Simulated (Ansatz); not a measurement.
# BClH₂S: how energies converge with the basis set

The task here is to estimate one member of a computed series from the others.

Program: Ansatz 0.2.0, Gaussian basis. Level of theory: one geometry, several basis sets. These are calculated values, not measurements.

Levels to be run: PBE0-D4/def2-SVP; ωB97M-V/def2-SVP; PBE0-D4/def2-QZVPP; ωB97M-V/def2-QZVPP; the functionals' def2-TZVPP values are taken from earlier runs.

### The geometry

An earlier PBE0-D4 in a triple-zeta def2 set relaxation fixed the geometry.

SMILES `SBCl`, 5 atoms, charge 0, spin multiplicity 1.

Atoms are counted from 1 here; the program's logs count them from 0.

Bond lengths: S1–B2 1.779 Å, S1–H4 1.343 Å, B2–Cl3 1.745 Å, B2–H5 1.189 Å. Angles: B2–S1–H4 96.1°, S1–B2–Cl3 118.6°, S1–B2–H5 122.1°, Cl3–B2–H5 119.3°.

Set-up of the first run:

in.yaml reads:

```yaml
crystal:
  periodic: [false, false, false]
  atoms:
    - {symbol: S, position_ang: [-1.294520, -0.008753, -0.323543]}
    - {symbol: B, position_ang: [0.402947, -0.217786, 0.164671]}
    - {symbol: Cl, position_ang: [0.888721, -1.738855, 0.868884]}
    - {symbol: H, position_ang: [-1.157647, 1.248230, -0.777118]}
    - {symbol: H, position_ang: [1.210398, 0.643365, 0.025706]}
basis:
  gaussian: {orbitals: def2-SVP}
hamiltonian: {xc: pbe0, dispersion: d4}
output: {orbitals: {seedname: orbitals}}
```

Steps of the session up to this table: PBE0-D4 in def2-SVP; ωB97M-V in def2-SVP; PBE0-D4 in def2-QZVPP; ωB97M-V in def2-QZVPP.

One table of the session follows, with a row left open; its other results are not shown here.

It belongs to the step «Density functionals: the series». 

```
functional       basis  HOMO (eV)
   PBE0-D4    def2-SVP      -8.20
   PBE0-D4  def2-TZVPP      -8.32
   PBE0-D4  def2-QZVPP      -8.35
   ωB97M-V    def2-SVP     -10.30
   ωB97M-V  def2-TZVPP     -10.46
   ωB97M-V  def2-QZVPP          ?
```

Estimate the missing values for ωB97M-V, def2-QZVPP.

The run gave: HOMO (eV): -10.50. In the column «HOMO (eV)» it is the lowest.
